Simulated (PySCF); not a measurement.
acetic acid (C2H4O2), SMILES CC(=O)O. Atoms are numbered in the order given.

```xyz
8

C      0.1104     1.3881     0.0000
C     -0.1217    -0.0928     0.0000
O      1.0340    -0.7765     0.0000
O     -1.1928    -0.6378     0.0000
H     -0.8514     1.9116     0.0000
H      0.6983     1.6735     0.8846
H      0.6983     1.6735    -0.8846
H      0.7927    -1.7156     0.0000
```
Charge 0, spin multiplicity 1.

Geometry: PBE0-D3(BJ)/def2-SVP. One conformer was computed; it need not be the lowest.

All values below come from PBE/def2-TZVPD (PySCF).

Symmetry labels are those of the subgroup Cs that the program uses (full group Cs).

Computed valence orbital energies around the gap with their symmetry:
| orbital | symmetry | energy (eV) |
|---|---|---|
| HOMO−7 | A' | -12.05 |
| HOMO−6 | A' | -11.76 |
| HOMO−5 | A" | -11.70 |
| HOMO−4 | A' | -10.08 |
| HOMO−3 | A" | -9.63 |
| HOMO−2 | A' | -9.60 |
| HOMO−1 | A" | -7.88 |
| HOMO | A' | -6.50 |
| LUMO | A" | -1.06 |
| LUMO+1 | A' | -0.56 |
| LUMO+2 | A' | 0.26 |
| LUMO+3 | A' | 1.17 |
